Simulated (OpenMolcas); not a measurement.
# H3NO (hydroxylamine): levels of theory compared

We compute a comparison of 6 runs (M06-2X/STO-3G, SVWN5/STO-3G, r2SCAN/STO-3G, MP2/STO-3G, ACPF/STO-3G, CISD/STO-3G) of H3NO (hydroxylamine). 

Program for the calculation: OpenMolcas 26.06.

1 further run of the same task is left out (for a known fault of the program).

## (1) The structure to begin with

H3NO has 5 atoms, charge 0, and is taken as a singlet. As SMILES, `NO`. Geometry: relaxed at GFN2-xTB. This is one conformer, not always the lowest.

Bond lengths: N1–O2 1.432 Å, N1–H3 1.020 Å, N1–H4 1.020 Å, O2–H5 0.966 Å. Angles: N1–O2–H5 105.0°, O2–N1–H3 105.6°, O2–N1–H4 105.6°, H3–N1–H4 107.4°.

## (2) A single-point energy at M06-2X/STO-3G (run 1)

job.input reads:

```
* H3NO Kohn-Sham DFT
&gateway
baslib
$CurrDir
basisset
N.STO-3G....
N1 -0.178910 -0.366440 -0.312920 angstrom
End of Basis
basisset
O.STO-3G....
O2 0.371730 0.674250 0.501760 angstrom
End of Basis
basisset
H.STO-3G....
H3 -0.161770 -1.206140 0.265260 angstrom
H4 -1.156690 -0.114310 -0.454620 angstrom
H5 1.125640 1.012630 0.000530 angstrom
End of Basis
&seward
gridinput
Grid=UltraFine
End of Grid
&scf
ksdft
M062X
thresholds
1e-10 1e-07 1e-07 1e-05
prorbitals
1 1
```

The basis set STO-3G is read from a file made from the Basis Set Exchange's data (not shown).

Started as:

```
$ export MOLCAS_MEM=1860
$ pymolcas job.input > job.log
```

Standard output:

```text
--- Start Module: gateway ---
[...]
--- Stop Module: gateway /rc=_RC_ALL_IS_WELL_ ---
--- Start Module: seward ---
[...]
      Basis functions           13
--- Stop Module: seward /rc=_RC_ALL_IS_WELL_ ---
--- Start Module: scf ---
[...]
       Convergence after  10 Iterations
[...]
::    Total KS-DFT energy                            -129.9095422881
[...]
      Total spin, S                                     0.0000000000
[...]
      Total electronic charge=   18.000000
      Total            charge=   -0.000000
[...]
      Dipole Moment (debye):
      Origin of the operator (angstrom)=    0.0983    0.1618    0.1046
                   X= -2.7423E-01               Y= -2.3161E-01               Z=  6.6987E-02           Total=  3.6515E-01
      Quadrupole Moment (debye*angstrom):
[...]
--- Stop Module: scf /rc=_RC_ALL_IS_WELL_ ---
[...]
```

Run time: 3.9 s. Hardware: 1 thread of Arm Neoverse V2, shared host; peak memory 0.37 GiB.

## (3) A single-point energy at SVWN5/STO-3G (run 2)

Edit job.input of step 2 so:

```diff
@@ -1,5 +1,3 @@
-* H3NO Kohn-Sham DFT
 &gateway
-baslib
-$CurrDir
+baslib=$CurrDir
 basisset
@@ -23,7 +21,4 @@
 &scf
-ksdft
-M062X
-thresholds
-1e-10 1e-07 1e-07 1e-05
-prorbitals
-1 1
+ksdft=SVWN5
+thresholds=1e-10 1e-07 1e-07 1e-05
+prorbitals=1 1
```

The basis set STO-3G is read from a file made from the Basis Set Exchange's data (not shown).

Started as:

```
$ export MOLCAS_MEM=1860
$ pymolcas job.input > job.log
```

Standard output:

```text
--- Start Module: gateway ---
[...]
--- Stop Module: gateway /rc=_RC_ALL_IS_WELL_ ---
--- Start Module: seward ---
[...]
      Basis functions           13
--- Stop Module: seward /rc=_RC_ALL_IS_WELL_ ---
--- Start Module: scf ---
[...]
       Convergence after  11 Iterations
[...]
::    Total KS-DFT energy                            -128.8817372439
[...]
      Total spin, S                                     0.0000000000
[...]
      Total electronic charge=   18.000000
      Total            charge=   -0.000000
[...]
      Dipole Moment (debye):
      Origin of the operator (angstrom)=    0.0983    0.1618    0.1046
                   X= -2.8897E-01               Y= -2.1683E-01               Z=  1.0912E-01           Total=  3.7739E-01
      Quadrupole Moment (debye*angstrom):
[...]
--- Stop Module: scf /rc=_RC_ALL_IS_WELL_ ---
[...]
```

Run time: 3.3 s. Hardware: 1 thread of Arm Neoverse V2, shared host; peak memory 0.37 GiB.

Runs 3 to 5 aren't shown in full; the table further down has their settings and results.

## (4) The energy at CISD/STO-3G (run 6)

job.input reads:

```
* H3NO CISD
&GATEWAY
BasLib=$CurrDir
BasisSet
N.STO-3G....
N1 -0.178910 -0.366440 -0.312920 angstrom
End of Basis
BasisSet
O.STO-3G....
O2 0.371730 0.674250 0.501760 angstrom
End of Basis
BasisSet
H.STO-3G....
H3 -0.161770 -1.206140 0.265260 angstrom
H4 -1.156690 -0.114310 -0.454620 angstrom
H5 1.125640 1.012630 0.000530 angstrom
End of Basis
&SEWARD
&SCF
Thresholds=1e-10 1e-07 1e-07 1e-05
PrOrbitals=1 1
&MOTRA
Frozen=2
&GUGA
Electrons=14
Spin=1
Inactive=7
Active=0
CIAll=1
&CPF
SDCI
```

The basis set STO-3G is read from a file made from the Basis Set Exchange's data (not shown).

Started as:

```
$ export MOLCAS_MEM=1860
$ pymolcas job.input > job.log
```

Standard output:

```text
--- Start Module: gateway ---
[...]
--- Stop Module: gateway /rc=_RC_ALL_IS_WELL_ ---
[...]
      Basis functions           13
[...]
       Convergence after  10 Iterations
[...]
::    Total SCF energy                               -129.2597966792
[...]
      Total spin, S                                     0.0000000000
[...]
      *** WARNING: Default frozen orbitals is overwritten by user input.
      *** Default values:   2
[...]
--- Start Module: guga ---
[...]
--- Stop Module: guga /rc=_RC_ALL_IS_WELL_ ---
--- Start Module: cpf ---
[...]
      Active orbitals                            0       0
[...]
      Spin quantum number                      0.0
[...]
     FINAL CI ENERGY          -129.36645569
     FINAL CORRELATION ENERGY   -0.10665901  REFERENCE ENERGY    -129.25979668
[...]
     REL. CI ENERGY           -129.36645569
[...]
      Total electronic charge=   18.000000
      Total            charge=    0.000000
[...]
      Dipole Moment (debye):
      Origin of the operator (angstrom)=    0.0983    0.1618    0.1046
                   X= -2.6948E-01               Y= -2.1203E-01               Z=  8.7966E-02           Total=  3.5400E-01
      Quadrupole Moment (debye*angstrom):
[...]
--- Stop Module: cpf /rc=_RC_ALL_IS_WELL_ ---
[...]
```

Run time: 1.6 s. Hardware: 1 thread of Arm Neoverse V2, shared host; peak memory 0.37 GiB.

## (5) All runs side by side

```csv
run,level,integration grid,frozen core orbitals,energy (Eh),dipole moment (D) of the reference,HOMO energy (eV),LUMO energy (eV),wall time
1,M06-2X/STO-3G,UltraFine,–,-129.909542,0.37,-5.73,9.64,3.9 s
2,SVWN5/STO-3G,UltraFine,–,-128.881737,0.38,-1.68,6.24,3.3 s
3,r2SCAN/STO-3G,UltraFine,–,-129.862435,0.37,-2.49,6.68,4.2 s
4,MP2/STO-3G,–,2,-129.341446,0.38,-9.02,14.68,1.5 s
5,ACPF/STO-3G,–,2,-129.372059,0.38,-9.02,14.68,1.6 s
6,CISD/STO-3G,–,2,-129.366456,0.38,-9.02,14.68,1.6 s
```

## (6) Outcome

```
                                          quantity          value
                               run 6: total energy  -129.36646 Eh
         run 6: dipole moment (mean-field density)         0.38 D
        run 6: HOMO energy (Hartree–Fock orbitals)       -9.02 eV
        run 6: LUMO energy (Hartree–Fock orbitals)       14.68 eV
      run 6: HOMO–LUMO gap (Hartree–Fock orbitals)       23.69 eV
run 6: correlation energy (2 core orbitals frozen)     -106.7 mEh
```

Over runs 1, 2, 3 the dipole moment (its size) runs from 0.37 D (M06-2X/STO-3G) to 0.38 D (SVWN5/STO-3G). Over runs 1, 2, 3 the HOMO–LUMO gap runs from 7.92 eV (SVWN5/STO-3G) to 15.38 eV (M06-2X/STO-3G). Totals of different functionals can't be ranked against each other. In runs 1, 2, 3, 4, 5, 6 the basis is minimal, so the values are rough. All runs together took 16 s, the longest 4.2 s.
